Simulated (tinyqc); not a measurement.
Inside a calculation. Method: extended Hueckel theory, for HF. One step of it, computed by the program tinyqc.

Question. Mulliken analysis. P = C n C^T; charge = valence electrons (H 1, F 7) minus the sum of (P S)_ii on the atom; overlap population = 2 sum P_ij S_ij between two atoms.

coefficients:
```
              MO1        MO2       MO3        MO4        MO5
1F 2s    0.913520  -0.171812  0.000000   0.000000  -0.621126
1F 2px   0.000000   0.000000  0.951270  -0.308359   0.000000
1F 2py   0.000000   0.000000  0.308359   0.951270   0.000000
1F 2pz  -0.025583   0.888482  0.000000   0.000000  -0.622566
2H 1s    0.178274   0.247763  0.000000   0.000000   1.155123
```

occupations: 2.000000  2.000000  2.000000  2.000000  0.000000

overlap S:
```
           1F 2s    1F 2px    1F 2py    1F 2pz     2H 1s
1F 2s   1.000000  0.000000  0.000000  0.000000  0.418353
1F 2px  0.000000  1.000000  0.000000  0.000000  0.000000
1F 2py  0.000000  0.000000  1.000000  0.000000  0.000000
1F 2pz  0.000000  0.000000  0.000000  1.000000  0.352767
2H 1s   0.418353  0.000000  0.000000  0.352767  1.000000
```

Give: charges; Overlap populations.

Answer.

charges: 1F -0.561, 2H 0.561

Overlap populations:

| pair | value |
|---|---|
| 2-1 | 0.505478 |
